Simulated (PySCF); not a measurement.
# SiB (quartet) at other levels of theory

Starting from one script, swap the method and compare what comes out for SiB (quartet).

Computed with PySCF 2.14.0. Level: method and basis as typed in the scripts.

3 further runs of the same task are left out: 3 that didn't finish.

## 1. The system as given

SiB (quartet): 2 atoms, charge 0, spin multiplicity 4.

Bond lengths: Si1–B2 2.026 Å.

## 2. The run that the others are compared with

Input file input.py:

```python
from pyscf import gto, scf, cc

mol = gto.M(
    atom='Si 0 0 0; B 0 0 2.026',
    basis='def2-svpd',
    charge=0,
    spin=3,
    verbose=4,
)
mf = scf.UHF(mol)
mf = mf.density_fit(auxbasis='def2-universal-jkfit')
mf.kernel()
mycc = cc.CCSD(mf)
mycc.kernel()
e = mycc.ipccsd(nroots=3)[0]
print('roots (eV) =', (e*27.211386).round(3))
mf.dip_moment()
print('orbital energies (hartree):', [e[max(0, n-3):n+3].round(4) for e, n in zip(mf.mo_energy, mol.nelec)])
```

The run is started by

```console
$ OMP_NUM_THREADS=1 python input.py
```

The log of this run is left out.

It gives: E(SCF) = -313.338342 Eh, 14 cycles, E(CCSD) − E(SCF) = -0.15546 Eh, ⟨S²⟩ = 3.758, μ = 0.01 D, ionisation roots 8.742, 8.742, 9.022 eV.

The bond length is a typed value, not an optimised one. The quartet is typed in the script; nothing here shows that it is the ground state.

## 3. Polarisability

Edit 1 changes step after the SCF: eomip → polarizability.

Input file input.py:

```python
from pyscf import gto, scf
from pyscf.prop.polarizability import uhf as pol

mol = gto.M(
    atom='Si 0 0 0; B 0 0 2.026',
    basis='def2-svpd',
    charge=0,
    spin=3,
    verbose=4,
)
mf = scf.UHF(mol)
mf = mf.density_fit(auxbasis='def2-universal-jkfit')
mf.kernel()
print('polarizability (a.u.)')
print(pol.Polarizability(mf).polarizability().round(4))
mf.dip_moment()
print('orbital energies (hartree):', [e[max(0, n-3):n+3].round(4) for e, n in zip(mf.mo_energy, mol.nelec)])
```

The run is started by

```console
$ OMP_NUM_THREADS=1 python input.py
```

## 4. Number of roots 10

Edit 2 changes number of roots: 3 → 10.

Changes to input.py since step 2:

```diff
@@ -14,3 +14,3 @@
 mycc.kernel()
-e = mycc.ipccsd(nroots=3)[0]
+e = mycc.ipccsd(nroots=10)[0]
 print('roots (eV) =', (e*27.211386).round(3))
```

## 5. ROHF

Edit 3 changes SCF type: UHF → ROHF.

Changes to input.py since step 2:

```diff
@@ -9,3 +9,3 @@
 )
-mf = scf.UHF(mol)
+mf = scf.ROHF(mol)
 mf = mf.density_fit(auxbasis='def2-universal-jkfit')
@@ -17,2 +17,2 @@
 mf.dip_moment()
-print('orbital energies (hartree):', [e[max(0, n-3):n+3].round(4) for e, n in zip(mf.mo_energy, mol.nelec)])
+print('orbital energies (hartree):', mf.mo_energy[..., max(0, mol.nelec[1]-3):mol.nelec[0]+3].round(4))
```

## 6. Frozen orbitals 7

Edit 4 changes frozen orbitals: none → 7.

Changes to input.py since step 2:

```diff
@@ -12,3 +12,3 @@
 mf.kernel()
-mycc = cc.CCSD(mf)
+mycc = cc.CCSD(mf, frozen=7)
 mycc.kernel()
```

## 7. Tpssh (UKS)

Edit 5 changes functional: none (Hartree–Fock) → tpssh; SCF type: UHF → UKS; step after the SCF: eomip → analyze.

Input file input.py:

```python
from pyscf import gto, dft

mol = gto.M(
    atom='Si 0 0 0; B 0 0 2.026',
    basis='def2-svpd',
    charge=0,
    spin=3,
    verbose=4,
)
mf = dft.UKS(mol, xc='tpssh')
mf = mf.density_fit(auxbasis='def2-universal-jkfit')
mf.kernel()
mf.analyze()
print('orbital energies (hartree):', [e[max(0, n-3):n+3].round(4) for e, n in zip(mf.mo_energy, mol.nelec)])
```

What does the calculation give? Wanted: for each run, E(SCF); from base; gap, α spin; SCF dipole; after the SCF.

As calculated:

| run | E(SCF) (hartree) | from base (eV) | cycles | gap, α spin (eV) | SCF dipole (D) | after the SCF |
| --- | --- | --- | --- | --- | --- | --- |
| base | -313.338342 | 0 | 14 | 9.45 | 0.01 | CCSD correlation -4.230 eV, first root 8.74 eV |
| polarisability | -313.338342 | 0.0000 | 14 | 9.45 | 0.01 | n/a |
| number of roots 10 | -313.338342 | 0.0000 | 14 | 9.45 | 0.01 | CCSD correlation -4.230 eV, first root 8.74 eV |
| ROHF | -313.336252 | +0.0569 | 13 | n/a | 0.14 | CCSD correlation -4.284 eV, first root 8.74 eV |
| frozen orbitals 7 | -313.338342 | 0.0000 | 14 | 9.45 | 0.01 | CCSD correlation -2.282 eV, core frozen, first root 8.91 eV |
| tpssh (UKS) | -314.051502 | not comparable | 10 | 3.79 | 0.43 | n/a |

A lower total energy from another functional means nothing by itself.
